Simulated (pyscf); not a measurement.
HO–Si(Cl)(Cl)–Cl + HO–SiH₃ → HO–SiH₂–O–Si(Cl)(Cl)–Cl + H₂ (four-centre exchange; singlet surface; H–O, H–Si broken, O–Si, H–H formed). PySCF, gas phase, ωB97X-D3(BJ)/def2-SVP geometries. Rate constants from transition-state theory, ωB97M-D3(BJ)/def2-TZVP energies (ideal gas, 1 atm, RRHO with modes under 100 cm⁻¹ raised to 100, one conformer, R ln 2 for chiral ones without a mode under 150 cm⁻¹; no tunnelling), k in cm³ molecule⁻¹ s⁻¹.

| T (K) | 1000/T | log10 k |
|---|---|---|
| 298 | 3.354 | -39.36 |
| 600 | 1.667 | -27.00 |
| 900 | 1.111 | -22.73 |
| 1200 | 0.833 | ? |

Problem. Fit an Arrhenius line to the three values, give the activation energy, and predict k at 1200 K.

Solution. Least squares gives log10 k = -14.58 − 7.39 × 1000/T, so Ea = 7.39 × ln 10 × 1.987 = 33.8 kcal/mol, against an electronic barrier of 33.1. At 1200 K the line gives -20.74; the computed value is -20.49 (ΔG‡ = 82.9 kcal/mol), a factor 1.8 over the line, since the plot is curved. This is the saddle that the search found; another between the same sides may lie lower.
